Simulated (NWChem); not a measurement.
The numbers come from NWChem runs, not from measurements. System: chlorine (Cl₂), charge 0, spin multiplicity 1, at a geometry optimised with PBE0/def2-SVP. Level: CCSD(T)/def2-TZVP, 10 core orbitals frozen.

The NWChem input:

```
start mol
memory heap 100 mb stack 700 mb global 1900 mb
geometry units angstroms nocenter noautoz
  Cl     0.000000     0.000000     1.012768
  Cl     0.000000     0.000000    -1.012768
  symmetry group D2h
end
basis spherical
  * library def2-tzvp
end
scf
  rhf
  nopen 0
  maxiter 100
  thresh 1e-7
  semidirect memsize 60000000 filesize 0
end
tce
  freeze core 10
  ccsd(t)
  2eorb
  2emet 13
  thresh 1e-6
  maxiter 100
  tilesize 24
end
task tce energy
```

Part of the output:

```
             Northwest Computational Chemistry Package (NWChem) 7.3.0
             --------------------------------------------------------

                                NWChem Input Module
                                -------------------

 Scaling coordinates for geometry "geometry" by  1.889725989
 (inverse scale =  0.529177249)

 Turning off AUTOSYM since
 SYMMETRY directive was detected!

                             Geometry "geometry" -> ""
                             -------------------------

 Output coordinates in angstroms (scale by  1.889725989 to convert to a.u.)

  No.       Tag          Charge          X              Y              Z
 ---- ---------------- ---------- -------------- -------------- --------------
    1 Cl                  17.0000     0.00000000     0.00000000     1.01276800
    2 Cl                  17.0000     0.00000000     0.00000000    -1.01276800

 Effective nuclear repulsion energy (a.u.)      75.5021016466

            Nuclear Dipole moment (a.u.)
            ----------------------------
        X                 Y               Z
 ---------------- ---------------- ----------------
     0.0000000000     0.0000000000     0.0000000000

      Symmetry information
      --------------------

 Group name             D2h
 Group number             26
 Group order               8
 No. of unique centers     1

      Symmetry unique atoms

     1


 Summary of "ao basis" -> "" (spherical)
 ------------------------------------------------------------------------------
       Tag                 Description            Shells   Functions and Types
 ---------------- ------------------------------  ------  ---------------------
 *                         def2-tzvp                  on all atoms

 Summary of "ao basis" -> "ao basis" (spherical)
 ------------------------------------------------------------------------------
       Tag                 Description            Shells   Functions and Types
 ---------------- ------------------------------  ------  ---------------------
 Cl                        def2-tzvp                13       37   5s5p2d1f

                                 NWChem SCF Module
                                 -----------------

  ao basis        = "ao basis"
  functions       =    74
  atoms           =     2
  closed shells   =    17
  open shells     =     0
  charge          =   0.00
  wavefunction    = RHF
  use symmetry    = T
  symmetry adapt  = T

 Summary of "ao basis" -> "ao basis" (spherical)
 ------------------------------------------------------------------------------
       Tag                 Description            Shells   Functions and Types
 ---------------- ------------------------------  ------  ---------------------
 Cl                        def2-tzvp                13       37   5s5p2d1f

      Symmetry analysis of basis
      --------------------------

        ag         16
        au          3
        b1g         3
        b1u        16
        b2g         9
        b2u         9
        b3g         9
        b3u         9

 Forming initial guess at       0.1s

      Superposition of Atomic Density Guess
      -------------------------------------

 Sum of atomic energies:        -918.95537721

      Non-variational initial energy
      ------------------------------

 Total energy =    -919.043424
 1-e energy   =   -1420.630974
 2-e energy   =     426.085448
 HOMO         =      -0.353281
 LUMO         =      -0.124545

      Symmetry analysis of molecular orbitals - initial
[...]
 Vector   20  Occ=0.000000D+00  E= 4.214450D-01  Symmetry=b1u
              MO Center= -3.0D-16,  1.2D-17, -4.4D-13, r^2= 6.4D+00
   Bfn.  Coefficient  Atom+Function         Bfn.  Coefficient  Atom+Function
  ----- ------------  ---------------      ----- ------------  ---------------
    20      1.583853  1 Cl pz                57      1.583853  2 Cl pz
     5     -0.939451  1 Cl s                 42      0.939451  2 Cl s
    17     -0.668631  1 Cl pz                54     -0.668631  2 Cl pz
    28     -0.304119  1 Cl d  0              65      0.304119  2 Cl d  0

 center of mass
 --------------
 x =   0.00000000 y =   0.00000000 z =   0.00000000

 moments of inertia (a.u.)
 ------------------
         256.170407256312           0.000000000000           0.000000000000
           0.000000000000         256.170407256312           0.000000000000
           0.000000000000           0.000000000000           0.000000000000

  Mulliken analysis of the total density
  --------------------------------------

    Atom       Charge   Shell Charges
 -----------   ------   -------------------------------------------------------
    1 Cl  17    17.00   2.01  0.45  1.52  1.13  0.85  4.18  1.69  1.04  2.77  1.28  0.01  0.06  0.01
    2 Cl  17    17.00   2.01  0.45  1.52  1.13  0.85  4.18  1.69  1.04  2.77  1.28  0.01  0.06  0.01

       Multipole analysis of the density wrt the origin
       ------------------------------------------------

     L   x y z        total         open         nuclear
     -   - - -        -----         ----         -------
     0   0 0 0     -0.000000      0.000000     34.000000

     1   1 0 0     -0.000000      0.000000      0.000000
     1   0 1 0      0.000000      0.000000      0.000000
     1   0 0 1     -0.000000      0.000000      0.000000

     2   2 0 0    -18.968947      0.000000      0.000000
     2   1 1 0     -0.000000      0.000000      0.000000
     2   1 0 1     -0.000000      0.000000      0.000000
     2   0 2 0    -18.968947      0.000000      0.000000
     2   0 1 1      0.000000      0.000000      0.000000
     2   0 0 2    -16.319322      0.000000    124.536464

                   NWChem Extensible Many-Electron Theory Module
                   ---------------------------------------------


            General Information
            -------------------
      Number of processors :     1
         Wavefunction type : Restricted Hartree-Fock
          No. of electrons :    34
           Alpha electrons :    17
            Beta electrons :    17
           No. of orbitals :   148
            Alpha orbitals :    74
             Beta orbitals :    74
        Alpha frozen cores :    10
         Beta frozen cores :    10
     Alpha frozen virtuals :     0
      Beta frozen virtuals :     0
         Spin multiplicity : singlet
    Number of AO functions :    74
       Number of AO shells :    26
        Use of symmetry is : on
      Symmetry adaption is : on
         Schwarz screening : 0.10D-09

          Correlation Information
          -----------------------
          Calculation type : Coupled-cluster singles & doubles w/ perturbation
   Perturbative correction : (T)
            Max iterations :      100
        Residual threshold : 0.10D-05
     T(0) DIIS level shift : 0.00D+00
     L(0) DIIS level shift : 0.00D+00
     T(1) DIIS level shift : 0.00D+00
     L(1) DIIS level shift : 0.00D+00
     T(R) DIIS level shift : 0.00D+00
     T(I) DIIS level shift : 0.00D+00
   CC-T/L Amplitude update :  5-th order DIIS
                I/O scheme : Global Array Library
        L-threshold :  0.10D-05
        EOM-threshold :  0.10D-05
 no EOMCCSD initial starts read in
 TCE RESTART OPTIONS
 SLICE:      F
 D4D5:       F
 quantumc:   F
 qrotation:  F
 pwtce:      F
 qducc:      F
 nacto:                         0
 nrotv:                         0
 nrot:                          0

            Memory Information
            ------------------
          Available GA space size is     249031324 doubles
          Available MA space size is     104853060 doubles

 Maximum block size supplied by input
 Maximum block size        24 doubles

 tile_dim =     12

 -------------------------------------------------

 Global array virtual files algorithm will be used

 Parallel file system coherency ......... OK

 4-electron integrals stored in orbital form

 v2    file size   =           442403
 4-index algorithm nr.  13 is used
 imaxsize =       30
 imaxsize ichop =        0


CCSD iterations
 ---------------------------------------------------------
 Iter          Residuum       Correlation     Cpu    Wall
 ---------------------------------------------------------
    1   0.1645650143672  -0.3732189024285     1.6     1.6
    2   0.0412074814005  -0.3983576264786     1.5     1.5
    3   0.0140305697614  -0.4056440603278     1.6     1.6
    4   0.0055006471561  -0.4072733930412     1.6     1.6
    5   0.0023827835382  -0.4078809347439     1.6     1.6
    6   0.0006085672541  -0.4081702527673     1.8     1.8
    7   0.0002855180272  -0.4082151180510     2.1     2.1
    8   0.0001649164058  -0.4082154740427     1.6     1.6
    9   0.0000977897863  -0.4082164979862     1.6     1.6
   10   0.0000589828029  -0.4082172994811     1.6     1.6
   11   0.0000064389108  -0.4082184326545     1.5     1.5
   12   0.0000023428288  -0.4082185341275     1.5     1.5
   13   0.0000011262932  -0.4082186292650     1.6     1.6
   14   0.0000005659715  -0.4082186120848     1.6     1.6
 -----------------------------------------------------------------
 Iterations converged
 CCSD correlation energy / hartree =        -0.408218612084835
 CCSD total energy / hartree       =      -919.390196490047174

 Singles contributions

 Doubles contributions
 CCSD(T)
 Using plain CCSD(T) code
             total no. of tasks         5376
 total no. of tasks / no. procs         5376
                         wl_min           27           1.7
                         wl_max        12672           4.8
        thresh for no. of tasks         5376

 CCSD[T]  correction energy / hartree =        -0.018073360233164
 CCSD[T] correlation energy / hartree =        -0.426291972317998
 CCSD[T] total energy / hartree       =      -919.408269850280362
 CCSD(T)  correction energy / hartree =        -0.017867229627544
 CCSD(T) correlation energy / hartree =        -0.426085841712379
 CCSD(T) total energy / hartree       =      -919.408063719674715

 Task  times  cpu:       37.5s     wall:       37.5s

 Total times  cpu:       37.5s     wall:       37.5s
```
